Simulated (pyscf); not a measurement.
Structures and frequencies: ωB97X-D3(BJ)/def2-SVP in PySCF. Correlated levels are frozen-core, on RHF or UHF. ΔMP2 is the change of the MP2 total energy from the triple- to the quadruple-zeta basis.

### Question
PBE/def2-TZVP puts the barrier of `[F][InH][Cl]` -> `[Cl][In]` [singlet] + `[FH]` (1,1-elimination; singlet surface; F–In, H–In broken, F–H formed) at 29.6 kcal/mol and the reaction energy at -6.6 kcal/mol, from the reactant's lowest minimum found. What do r²SCAN/def2-TZVP, ωB97M-D3(BJ)/def2-TZVP, CCSD(T)/def2-TZVPP + ΔMP2(QZVPP) give on the same structures?

### Answer
r²SCAN: ΔE‡ = 34.9 kcal/mol, ΔE = -1.9 kcal/mol; ωB97M-D3(BJ): ΔE‡ = 40.9 kcal/mol, ΔE = -4.2 kcal/mol; CCSD(T): ΔE‡ = 39.9 kcal/mol, ΔE = -6.9 kcal/mol. PBE's barrier lies under all of them, by 5.3 to 11.3 kcal/mol. Its reaction energy lies among theirs. This is the saddle that the search found; another between the same sides may lie lower. The CCSD(T) − MP2 part came from Ansatz, without density fitting, on the same reference. The frozen core leaves the outer d or s,p core shells of the metals and heavy elements correlated in the MP2 and CC values, and def2-TZVPP describes them poorly, which can shift differences by a few kcal/mol. Elements past Kr carry the def2 core potentials, without spin-orbit coupling.
